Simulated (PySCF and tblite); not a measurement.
Results of a calculation; reference values are marked as such.
C₄H₉F, numbered as in [CH3:1][CH2:2][CH2:3][CH2:4][F:5].

Search: ETKDG, MMFF94s, GFN2-xTB, 90 starts; geometries at PBE0-D3(BJ)/def2-SVP. Energies: B3LYP-D3(BJ)/def2-SVP (IEF-PCM, chloroform), with GFN2-xTB thermal terms (modes under about 100 cm⁻¹ blended into free rotors). Symmetry numbers and mirror images are counted. Conformers within 3 kcal/mol (GFN2-xTB free energy) were kept, 6 at most. GIAO shieldings: wB97X-D/pcSseg-1 (IEF-PCM, chloroform). Shifts are against TMS (¹H), TMS (¹³C), CFCl3 (¹⁹F) at the same level. Run with PySCF (density fitting) and tblite.

Torsions listed: C1–C2–C3–C4, C2–C3–C4–F5. Of a mirror pair one member is shown.

```csv
conformer,shape,symmetry,"E(GFN2, own minimum) kcal/mol",E(DFT) kcal/mol
1,"176°, -62°",C1 (pair),0.00,0.00
2,"63°, 56°",C1 (pair),0.60,0.35
3,"-67°, 67°",C1 (pair),0.81,0.37
4,"180°, 180°",Cs,0.03,0.54
5,"65°, 176°",C1 (pair),0.37,1.08
```

Question: How much do the weights at 298.15 K and the averaged shift of C4 depend on how the conformers are weighted?

Answer: 
```csv
weighting,1 (%),2 (%),3 (%),4 (%),5 (%),δ (ppm),rms dipole (D)
"DFT energy with thermal terms, symmetry and mirror images (full scheme)",44,21,17,11,7,85.4,1.92
DFT energy with symmetry and mirror images,41,23,22,8,7,85.4,1.92
bare DFT energy,38,21,20,15,6,85.5,1.93
GFN2-xTB energy with symmetry and mirror images,38,14,10,18,20,85.5,1.95
GFN2-xTB free energy,39,12,7,22,20,85.5,1.95
leading conformer alone,100,0,0,0,0,85.8,1.88
equal weights,20,20,20,20,20,85.5,1.96
"full scheme, search stopped after three starts",72,0,28,0,0,86.6,1.90
```

The largest departure from the full scheme, 1.3 ppm, comes with: full scheme, search stopped after three starts.
